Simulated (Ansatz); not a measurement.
How far each method lies from full CI for CH$_{3}$⁺, singlet

Geometry: a point of a stretch scan, not a stationary point.

```xyz
4

C     0.0214    0.0381   -0.0001
H     1.1145    0.0520   -0.0004
H    -0.5372    0.9779   -0.0029
H    -0.8319   -1.4841    0.0047
```

Basis cc-pVDZ; Ansatz 0.2.0. Correlated methods freeze the noble-gas cores, which leaves 6 electrons in 28 orbitals. Prefix R: restricted or restricted open-shell reference; prefix U: unrestricted. Active spaces: valence = (6e, 7o) chosen from the atoms' valence shells; pair = (2e, 2o) about the gap.

Full CI is exact within this basis and frozen core; it isn't the basis-set limit. The frozen core follows each run's orbitals, which can shift R against U totals by a few meV.

Unrestricted rows (U) aren't spin-pure: their determinants' ⟨S²⟩ exceeds S(S+1) by up to 0.11, so they mix in states of higher spin.

The UHF ⟨S²⟩ is 0.111, the T1 diagnostic (RCCSD) is 0.0127 and the largest doubles amplitude (RCCSD) is 0.163.

```
                            level  E − E(full CI) (meV)  share of correlation (%)  wall time
                              RHF                  4064                      0.00          –
                              UHF                  4051                      0.32     0.12 s
                             RMP2                   892                     78.07          –
                             CISD                   264                     93.50     0.48 s
                            RCCSD                   100                     97.54          –
                         RCCSD(T)                    21                     99.50     0.21 s
                          BCCD(T)                    21                     99.49     0.27 s
                           RCCSDT                     5                     99.88          –
                        RCCSDT(Q)                     1                     99.98     0.63 s
                          RCCSDTQ                     0                    100.00        7 s
              CASSCF (pair space)                  3013                     25.87          –
              NEVPT2 (pair space)                   643                     84.18     0.18 s
              MRCISD (pair space)                   135                     96.68          –
            MRCISD+Q (pair space)                     1                     99.99      0.3 s
           CASSCF (valence space)                  1694                     58.31          –
           NEVPT2 (valence space)                   414                     89.82     0.48 s
           MRCISD (valence space)                    49                     98.80          –
         MRCISD+Q (valence space)                     9                     99.78     0.93 s
MRCISD+Q(relaxed) (valence space)                   -13                    100.32      1.1 s
```

The correlation energy at full CI, counted from RHF, is -4.064 eV. That run took 7 s on 1 thread of Intel Xeon Platinum 8488C, shared host over 2,701,046 determinants.

Times hold each run's SCF and search for its determinant on a shared host, so for small cases they say little of a method's own cost; they ran on 1 thread of Intel Xeon Platinum 8488C.

Not variational, and here over 5 meV under the exact energy: MRCISD+Q(relaxed) (valence space).

The full-CI state has the irrep A1 of C2v, in the program's axes.

Natural occupations of full CI about the gap: 1.963 1.959 1.895 0.089 0.021 0.020 0.018 0.007 0.007 0.006; effectively unpaired electrons, Σ n²(2−n)², 0.09.
